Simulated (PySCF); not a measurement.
methyl isocyanide, C₂H₃N, SMILES [C-]#[N+]C, point group C3v.

Level: B3LYP/pcSseg-1 in PySCF (density fitting, grid level 2); geometry and Hessian at that level, cubic constants and property derivatives from steps of ±0.6 along each species' dimensionless normal coordinates, second-order vibrational perturbation theory. The parent has the commonest isotopes.

Equilibrium geometry (Å):

| atom | x | y | z |
| --- | --- | --- | --- |
| C1 | 2.1092 | 0.0131 | -0.0346 |
| N2 | 0.9401 | 0.0066 | -0.0234 |
| C3 | -0.4806 | -0.0014 | -0.0098 |
| H4 | -0.8566 | -0.6099 | -0.8375 |
| H5 | -0.8407 | -0.4202 | 0.9346 |
| H6 | -0.8588 | 1.0197 | -0.1156 |

Species: ¹⁵N at 2. Output of the displacement run:

```
mode    cm-1    km/mol   phi_rrr   E(+)/cm-1  E(-)/cm-1
  1    274.50     1.35      -1.1      51.30      51.35
  2    274.67     1.35      -2.9      51.24      51.45
  3    958.00    14.35     297.8     183.56     162.14
  4   1141.85     0.00      13.3     206.62     205.67
  5   1141.96     0.00      -2.6     206.05     206.25
  6   1446.21     3.77      75.0     263.34     257.92
  7   1480.44    14.15     -47.3     264.83     268.24
  8   1480.65    14.15      61.4     268.77     264.34
  9   2199.97   116.72     592.4     418.13     375.51
 10   3039.75    15.83    1051.9     586.64     510.98
 11   3118.72     4.20    -773.5     536.61     592.14
 12   3118.75     4.20    -307.1     553.33     575.38
```

For the shielding of C1 (σe = -2.86 ppm):

```tsv
mode	ω (cm⁻¹)	Σr φrrs (cm⁻¹)	∂σ/∂q	∂²σ/∂q²
1	274	0	0.002	-8.433
2	275	0	0.005	-8.430
3	958	283	2.002	0.163
4	1142	0	0.002	-0.333
5	1142	-1	0.000	-0.334
6	1446	-2	-2.212	-0.143
7	1480	2	-0.010	0.176
8	1481	1	-0.003	0.176
9	2200	-286	12.642	0.489
10	3040	1953	0.496	-0.203
11	3119	-1	-0.001	-0.342
12	3119	0	-0.001	-0.342
```

Work out the zero-point average of this shielding.

With ⟨qs⟩ = −Σr φrrs/(4ωs) and ⟨qs²⟩ = 1/2: the mean displacements are 0.000, 0.000, -0.074, 0.000, 0.000, 0.000, 0.000, 0.000, 0.032, -0.161, 0.000, 0.000. The anharmonic term Σ (∂σ/∂q)⟨q⟩ is 0.18 ppm, the harmonic term ¼ Σ ∂²σ/∂q² is -4.39 ppm, so ⟨σ⟩ = -7.07 ppm.
